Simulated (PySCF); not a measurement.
Gas-phase reaction: 4 BH + Cl₂ = 2 BH₂Cl + 2 B

Method: PySCF energies plus ideal-gas RRHO corrections (1 bar). † marks an energy on the PBE0/def2-TZVP geometry and frequencies; other levels use their own. Open shells (unrestricted): B (multiplicity 2); the rest are closed-shell singlets. Spin-orbit splitting is ignored; it lowers the true energy and changes the entropy of B. BH₂Cl: computed as isolated molecules; such fragments, hydroxides, amides, oligomers or adducts are transient or little studied in the gas.

PBE/def2-SVP gives ΔH°(298 K) = -892 kJ.

What do M06-2X/def2-TZVP†, BLYP/def2-TZVP†, ωB97X-V/def2-TZVP† give?

M06-2X/def2-TZVP†: -820 kJ; BLYP/def2-TZVP†: -801 kJ; ωB97X-V/def2-TZVP†: -837 kJ. For scale, ΔH°(298 K) is -892 kJ at this level, -803 kJ at ωB97M-V/def2-TZVP†, and runs from -915 to -560 kJ over the 20 levels computed († marks an energy on the PBE0/def2-TZVP geometry).
